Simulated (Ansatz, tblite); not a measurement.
Removing an electron: [AlMeH3]- (CH6Al⁻). The state is a singlet with charge -1. Geometry: B3LYP-D4/def2-TZVPD. Ansatz, gas phase; energy differences of separate SCF runs; the oxidised species was run as a doublet alone.

```tsv
atom	x (Å)	y (Å)	z (Å)
Al1	0.3831	0.4214	-0.7735
C2	-0.4263	-0.4690	0.8608
H3	-1.3522	0.0279	1.1786
H4	0.2604	-0.4496	1.7171
H5	-0.6743	-1.5213	0.6702
H6	1.7727	-0.3517	-1.1916
H7	0.7164	1.9958	-0.4358
H8	-0.6797	0.3465	-2.0259
```

The xTB rows come from tblite. Correlated methods freeze 6 core orbitals. HOMO above LUMO, or a gap near zero within one spin, warns that the state may not be the lowest or that an electron is smeared out.

```
               level  −HOMO (eV)  vertical IE (eV)  −LUMO (eV)  HOMO–LUMO gap (eV)                                  remarks
            GFN1-xTB        5.35              8.62       -1.87                7.23                                        –
            GFN2-xTB        4.63              7.88       -1.87                6.50                                        –
      HF/def2-TZVPPD           –              3.51           –                   –                                        –
   PBE-D4/def2-TZVPD        1.07              3.95       -3.45                4.51  gap within one spin near zero (doublet)
r2SCAN-D4/def2-TZVPD        1.33              4.06       -4.18                5.51                                        –
  PBE0-D4/def2-TZVPD        2.27              4.27       -3.92                6.18                                        –
     MP2/def2-TZVPPD           –              4.67           –                   –                                        –
    CCSD/def2-TZVPPD           –              4.50           –                   –                                        –
 CCSD(T)/def2-TZVPPD           –              4.55           –                   –                                        –
```

  Raw xTB energy differences between charge states are shifted by several eV; the methods need an empirical correction for them.
